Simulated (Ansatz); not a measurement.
All numbers were calculated with Ansatz.

`FC1C=C1S`. Total charge 0; spin multiplicity 1. All single points use the PBE0-D4/def2-TZVP geometry. It is one conformer, not always the lowest.

```xyz
8

F     1.384    0.685   -1.189
C     0.817    0.386    0.042
C    -0.421    1.043    0.432
C    -0.518   -0.208    0.064
S    -1.496   -1.569   -0.251
H     1.619    0.107    0.722
H    -0.896    1.952    0.757
H    -0.490   -2.397   -0.577
```

What is the dipole moment at B3LYP/def2-TZVPP? (Best estimate.)

The calculation gave: 1.77 D, with components (-0.69, -0.81, 1.42) D in this frame, pointing from negative to positive charge.

And with PBE, r2SCAN, ωB97M-V? (An estimate is asked.)

The calculation gave: PBE 1.65 D, r2SCAN 1.69 D, ωB97M-V 1.76 D.

Give the Mulliken charges with B3LYP, r2SCAN, ωB97M-V in def2-TZVPP. (Estimate.)

The calculation gave: 
| atom | B3LYP | r2SCAN | ωB97M-V |
| --- | --- | --- | --- |
| F1 | -0.25 | -0.25 | -0.24 |
| C2 | 0.10 | 0.15 | 0.06 |
| C3 | -0.13 | -0.13 | -0.12 |
| C4 | -0.04 | -0.03 | -0.05 |
| S5 | -0.06 | -0.06 | -0.04 |
| H6 | 0.09 | 0.06 | 0.09 |
| H7 | 0.18 | 0.15 | 0.18 |
| H8 | 0.11 | 0.11 | 0.12 |

B3LYP here is the variant with VWN-RPA as its local correlation; programs differ in this.
